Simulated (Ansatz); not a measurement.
# SiCO (triplet): the correlation ladder at a displaced geometry (v2), cc-pVDZ

An exercise on one series of results from a longer session: the logs are not shown, and one member is left open.

Program: Ansatz 0.2.0, Gaussian basis. Level of theory: cc-pVDZ, core rule «outside noble gas», up to 7 orbitals frozen. These are calculated values, not measurements.

The runs, in order: UHF; CCSD(T) on ROHF; CCSD(T) on UHF; BCCD(T) on ROHF; CISD; CCSDT(Q) on ROHF; CCSDT(Q) on UHF.

25 further runs of the same task are left out: 3 for a known fault of the program, 8 that didn't finish, 14 set aside as unsound or not needed.

### What is computed

The geometry is a PBE0/def2-TZVP stationary point (not a proven minimum) with its atoms shifted at random (size 0.100 Å).

3 atoms, charge 0, spin multiplicity 3.

Atoms are counted from 1 here; the program's logs count them from 0.

Bond lengths: C1–Si2 1.832 Å, Si2–O3 1.520 Å. Angles: C1–Si2–O3 171.8°.

The first run:

Contents of in.yaml:

```yaml
crystal:
  periodic: [false, false, false]
  atoms:
    - {symbol: C, position_ang: [0.084376, 0.005225, 1.722198]}
    - {symbol: Si, position_ang: [-0.080498, 0.013599, -0.102109]}
    - {symbol: O, position_ang: [-0.003878, -0.018825, -1.620089]}
basis:
  gaussian: {orbitals: cc-pVDZ}
magnetization: {spin_polarized: true, initial_magnetization: 2}
hamiltonian: {xc: hf}
output: {orbitals: {seedname: orbitals}}
```

The run is started by

```
ansatz run in.yaml --threads 1 --pin off --events-out ev --progress --plain --max-ram 2393MiB
```

Steps of the session up to this table: UHF; CCSD(T) on ROHF; CCSD(T) on UHF; BCCD(T) on ROHF; CISD; CCSDT(Q) on ROHF; CCSDT(Q) on UHF.

One of the session's tables, all rows but one given; the rest of the session is left out.

| method | from RCCSDT(Q) (meV) |
| --- | --- |
| ROHF | +11006.6 |
| UHF | ? |
| RMP2 | +1078.3 |
| UMP2 | +1096.2 |
| CISD | +1723.2 |
| RCCSD | +613.2 |
| UCCSD | +609.4 |
| RCCSD(T) | +109.7 |
| UCCSD(T) | +110.9 |
| BCCD(T) | +103.5 |
| RCCSDT | +55.1 |
| UCCSDT | +54.9 |
| RCCSDT(Q) | 0 |
| UCCSDT(Q) | -23.0 |

Estimate the missing values for UHF.

**Answer.** from RCCSDT(Q) (meV): +10889.6. In the column «from RCCSDT(Q) (meV)» it lies between CISD (+1723.2) and ROHF (+11006.6).

Caveats from the session: Restricted and unrestricted rows rest on different reference determinants; where their highest levels disagree by more than a few hundredths of an eV, they describe different states and don't form one ladder.
